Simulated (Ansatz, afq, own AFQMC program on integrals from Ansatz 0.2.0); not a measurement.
AFQMC on a folder of integrals that Ansatz 0.2.0 wrote.

```yaml
crystal:
  periodic: [false, false, false]
  atoms:
    - {symbol: Co, position_ang: [0.000000, 0.000000, 0.000000]}
basis:
  gaussian: {orbitals: def2-SVP}
magnetization: {spin_polarized: true, initial_magnetization: 5}
correlation: {method: ccsd_t, electrons: outside_noble_gas, hamiltonian_folder: ham}
```

```sh
$ ansatz run in.yaml --threads 1 --pin off --events-out ev --progress --plain --max-ram 24576MiB --backend cuda --devices 0, --max-vram 18GiB
```

afq runs on the folder ham with

```
--method phaseless --trial cisd --walkers 4000 --populations 20 --least-time 60 --time-step 0.005 --steps-per-block 50 --equilibration-blocks 40 --max-blocks 4000 --target-error 0.00018 --factor-cut 1e-05 --start spin_pure --seed 2768 --release-times 0.24,0.6,1.2,2,3,4.2 --release-step 0.04 --release-every 3 --taylor-order 6
```

Times are imaginary, in 1/Eh. The walk had a cap of 171 s. With eight or more populations the least sampling time is a fifth of least-time, and the error comes from their spread.

Log:

```
orbitals 22  electrons 7 2  factors 180 of 237
reference energy -1381.10289962 Eh
CCSD correlation -0.12412714 Eh in 20 cycles, weight of the determinant in the CISD state 0.9648
energy of the start -1381.227031 Eh
 block  time / (1/Eh)  mean weight  energy / Eh
     1     0.250  0.9999  -1381.227429
     2     0.500  1.0001  -1381.228394
     3     0.750  0.9998  -1381.228651
     4     1.000  1.0000  -1381.229070
     5     1.250  1.0000  -1381.229203
     7     1.750  0.9997  -1381.228956
     9     2.250  1.0000  -1381.229318
    11     2.750  0.9998  -1381.229332
    15     3.750  0.9999  -1381.229486
    19     4.750  0.9998  -1381.229720
    23     5.750  0.9999  -1381.229309
    27     6.750  0.9996  -1381.229638
    31     7.750  0.9998  -1381.229783
    35     8.750  1.0001  -1381.229636
    39     9.750  1.0000  -1381.229943
    43    10.750  1.0002  -1381.229533
    47    11.750  1.0002  -1381.229986
    51    12.750  1.0000  -1381.229722
    55    13.750  0.9999  -1381.229747
    59    14.750  0.9999  -1381.229878
    63    15.750  0.9997  -1381.229546
    67    16.750  0.9993  -1381.229572
    71    17.750  1.0002  -1381.229831
    75    18.750  0.9998  -1381.229972
    79    19.750  1.0002  -1381.230085
    83    20.750  1.0001  -1381.230239
    87    21.750  1.0001  -1381.235257
    89    22.250  1.0002  -1381.231081
error from the spread of 20 populations
released: time / (1/Eh)  energy / Eh  error  mean overlap
  0.24  -1381.230058  0.000094  1.0002
  0.60  -1381.229904  0.000067  0.9998
  1.20  -1381.228789  0.001163  0.9984
  2.00  -1381.229640  0.000348  0.9925
  3.00  -1381.230336  0.000161  0.9938
  4.20  -1381.230578  0.000333  0.9859
energy -1381.230091 +/- 0.000139 Eh
(rows thinned)
```

The run passed its tests (sampling time, drift between the halves within three errors, error under three times the target), which doesn't prove that it has relaxed. The second half of the sampling lies below the first by 1.6 errors of their difference, so the energy may still be moving and its error bar be too small.

Against this walk (error 3.8 meV) on the same determinant: CCSD(T) 1.9 meV higher (within the noise), CCSDT(Q) 31.7 meV lower, CCSDTQ 35.7 meV lower, full CI 34.5 meV lower. The error is statistical and leaves out the bias of the constraint. The released energies have errors that jump between times, so the bars are unsure (meV from the phaseless value at times in 1/Eh: 5.1 ± 1.8 at 0.60, 35 ± 32 at 1.20, 12 ± 9 at 2.00, -7 ± 4 at 3.00, -13 ± 9 at 4.20), so they give no level. Full CI is exact here, so the walk's 34 meV above it is the walk's own error: the bias of the constraint with this trial, or a walk that hasn't relaxed.

Cautions: constraint bias not in the error; no relativity below Rb; outer-core shells of the metal frozen; another spin lies lower (by 3.74 eV).

The walk took 23 s on 1 × NVIDIA H100 80GB HBM3 with 2 threads of AMD EPYC 7R13 Processor (Zen 3) (shared host) (the card was shared). The log's last line is the phaseless energy.

CCSDT and higher add their correlation energy to the determinant of the CCSD(T) run, since their own runs factorise the integrals more tightly (a shift of under 2 meV).
